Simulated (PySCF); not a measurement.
Start geometry of `C(=C=CN)=CCl` from GFN2-xTB (Å):
```
atom  x, y, z in Å
N1    -2.244    0.424    0.190
C2    -1.291   -0.476    0.600
C3     0.006   -0.349    0.376
C4     1.243   -0.264    0.190
C5     2.531   -0.132   -0.013
Cl6    3.199    1.293   -0.756
H7    -1.908    1.328   -0.102
H8    -3.120    0.427    0.685
H9    -1.673   -1.372    1.073
H10    3.266   -0.873    0.250
```

Q: What comes out of this run: PBE0-D3(BJ)/def2-TZVP geometry optimisation, gas phase in PySCF 2.14.0?

A: 
```
atom  x, y, z in Å
N1    -2.2299    0.5374    0.1705
C2    -1.3287   -0.4914    0.2422
C3    -0.0114   -0.3670    0.2385
C4     1.2415   -0.2584    0.2098
C5     2.5492   -0.1529    0.1821
Cl6    3.3619    1.3729    0.1645
H7    -1.8802    1.4660    0.3377
H8    -3.1526    0.3624    0.5279
H9    -1.7673   -1.4856    0.2520
H10    3.2151   -1.0044    0.1681
```

The energy falls by 0.007 eV over 6 energy and gradient evaluations, the largest force component goes from 0.0058 to 4.0e-04 Eh/bohr, and the atoms move by 0.031 Å rms after alignment. The bond that changes most is C5–Cl6 (outer carbon of cumulated double bonds to vinyl chlorine), which shortens by 0.011 Å. Bonds longer at the end by more than 0.005 Å: 1 of 9; shorter: 1. Rotational constants go from 10732, 1017, 929.6 to 11226, 998.6, 917.5 MHz. The orientation of the end geometry is arbitrary; only internal coordinates are fixed.

The run used 216 basis functions and 51 SCF cycles in all.

Whether it is a minimum is left open (no frequencies).
